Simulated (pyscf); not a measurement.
Single points on ωB97X-D3(BJ)/def2-SVP structures (PySCF, gas phase). MP2 and CC: frozen core, UHF for open shells. ΔMP2 is the change of the MP2 total energy from the triple- to the quadruple-zeta basis.

### Question
For the elementary gas-phase step `[CH3][CH2][AlH][NH2]` → `[NH2][AlH2]` + `[CH2]=[CH2]` (singlet surface; Al–C, C–H broken, Al–H formed), what barrier and reaction energy does CCSD/def2-TZVPP give, measured from the reactant's lowest minimum found?

### Answer
ΔE‡ = 44.1 kcal/mol, ΔE = +30.4 kcal/mol. CCSD(T)/def2-TZVPP + ΔMP2(QZVPP) gives 42.1 kcal/mol and +30.9 kcal/mol. Zero-point energy shifts the barrier by -2.9 kcal/mol. It is an elimination, with an imaginary mode of 784i cm⁻¹. On the product side the descent ends in a bound adduct, 9.1 kcal/mol under the separated species and 16.3 kcal/mol under the saddle at ωB97X-D3(BJ)/def2-TZVP. At the saddle there is also a short Al–C contact that neither side keeps. H₃C–CH₂–AlH–NH₂ lies 14.9 kcal/mol over its isomer H₃C–Al(CH₃)–NH₂, and others may lie lower still (electronic energy, ωB97M-D3(BJ)). One saddle was located; it need not be the lowest between these sides. The CCSD(T) − MP2 part came from Ansatz, without density fitting, on the same reference.
